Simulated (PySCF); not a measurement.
# C5H5F: the cost of one run

Programs: PySCF 2.14.0, with density-fitted response routines of our own. Each step states its level of theory. These are calculated values for one molecule in the gas phase, unless marked as measured. Atoms are numbered from 0 throughout.

## (1) The molecule as given

11 atoms, charge 0, multiplicity 1; geometry from: GFN2-xTB. The atoms were then displaced at random by about 0.01 Å, so the start is not that level's minimum.

Bonds of the start (Å): C0–C1 1.22, C1–C2 1.43, C2–F3 1.35, C2–C4 1.32, C4–C5 1.49, C0–H6 1.04, C4–H7 1.08, C5–H8 1.08, C5–H9 1.10, C5–H10 1.08.

## (2) Optimising the geometry at PBE0-D3(BJ)/def2-SVP

The job: settings as JSON, then the geometry in Å.

```
{"job": {"xc": "PBE0", "basis": "def2-SVP", "d3": "d3bj", "grid": 1, "shake": 0.01, "kind": "geom"}, "charge": 0, "multiplicity": 1}
C      3.035240     0.373170     0.296280
C      1.823190     0.262960     0.423360
C      0.420460     0.121340     0.638350
F      0.098520     0.259690     1.942280
C     -0.465990    -0.128690    -0.309760
C     -1.927820    -0.268210    -0.059820
H      4.056920     0.507200     0.144130
H     -0.095970    -0.213410    -1.320480
H     -2.258890    -1.250770    -0.370650
H     -2.162900    -0.158340     1.007070
H     -2.484650     0.469240    -0.621490
```

On the command line:

```
> OMP_NUM_THREADS=1 python probes_run.py task.json out
```

The driver reads the jobs from task.json and runs them one after another.

Q: Estimate the wall time and peak memory of this first job on 1 thread of Arm Neoverse V1, shared host.

About 32 s, with a peak of 0.44 GiB.
